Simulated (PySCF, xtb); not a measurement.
**Isomers of H2NOP in order of energy**

3 gas-phase structures of H2NOP, found in a search over its isomers (lower ones may exist). Each was relaxed with GFN2-xTB:

A. `[H]N=[PH]=O`, a singlet
B. `NP=O`, a singlet
C. `[H]/N=P/O`, a singlet

**Question.** Estimate their order in r2SCAN-D4/def2-SVP energy at these geometries, lowest first.

**Answer.** Calculated order at r2SCAN-D4/def2-SVP: B (0.0), C (53.1), A (108.7) kJ/mol.

Energies above the lowest of each column, in kJ/mol; the last columns are at PBE0-D3(BJ)/def2-SVP geometries:

```json
{"structure": "B", "GFN2-xTB": "0.0", "HF/STO-3G": "0.0", "r2SCAN-D4/def2-SVP": "0.0", "PBE0-D3(BJ)/def2-SVP": "0.0", "CCSD(T)/def2-TZVP": "0.0"}
{"structure": "C", "GFN2-xTB": "43.7", "HF/STO-3G": "8.9", "r2SCAN-D4/def2-SVP": "53.1", "PBE0-D3(BJ)/def2-SVP": "54.8", "CCSD(T)/def2-TZVP": "57.6"}
{"structure": "A", "GFN2-xTB": "126.1", "HF/STO-3G": "371.4", "r2SCAN-D4/def2-SVP": "108.7", "PBE0-D3(BJ)/def2-SVP": "118.8", "CCSD(T)/def2-TZVP": "95.5"}
```

Every level run on B puts it lowest or level with the lowest. Flexible structures stand in one conformer each, not always the lowest.

Programs: PySCF 2.14.0, xtb 6.7.1.
